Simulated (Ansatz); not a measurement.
How methods differ on SiH3S (SMILES [SiH2]S)

The species is SiH3S (5 atoms), meant as a doublet with charge 0. SMILES: `[SiH2]S`. The shape is that of a PBE0-D4/def2-TZVP optimisation. This is one conformer, not always the lowest.

```tsv
atom	x (Å)	y (Å)	z (Å)
Si	-0.0963	-0.6940	-0.3093
S	0.2731	1.4060	-0.2945
H	-0.0945	-1.2568	1.0730
H	-1.4403	-0.8432	-0.9299
H	1.4078	1.3143	0.4193
```

Each level gives the energy change with the S2–H5 bond stretched from 1.344 to 1.680 Å (eV). The values are calculated.

| level | kind | program | value (eV) | less FCI/STO-3G | CPU time (all runs) |
| --- | --- | --- | --- | --- | --- |
| U-r2SCAN/STO-3G | meta-GGA | Ansatz | 1.01 | +0.07 | 6.5 s |
| U-r2SCAN0/STO-3G | hybrid meta-GGA | Ansatz | 1.16 | +0.22 | 6.8 s |
| UBHLYP/STO-3G | global hybrid | Ansatz | 1.22 | +0.28 | 2.8 s |
| U-wB97M-V/STO-3G | range-separated hybrid | Ansatz | 1.12 | +0.18 | 28 s |
| UCAM-B3LYP/STO-3G | range-separated hybrid | Ansatz | 1.11 | +0.17 | 4.1 s |
| UMP2/STO-3G | perturbation theory | Ansatz | 1.16 | +0.22 | 0.34 s |
| UCCSD/STO-3G | coupled cluster or CI | Ansatz | 0.94 | 0.00 | 0.48 s |
| FCI/STO-3G | exact in the basis | Ansatz | 0.94 | 0.00 | 2.7 s |

FCI/STO-3G is exact within its basis and frozen core, so for wave-function methods in that basis the difference is their error; functionals converge differently with the basis, so for them it is only a difference. The first shape isn't each level's own minimum. The values span 0.94 to 1.22 eV. All rows use very small basis sets, so even the best lies far from the true value. Times are those of the runs behind each value, whatever else they computed, on shared processors of several kinds: orders of magnitude only.
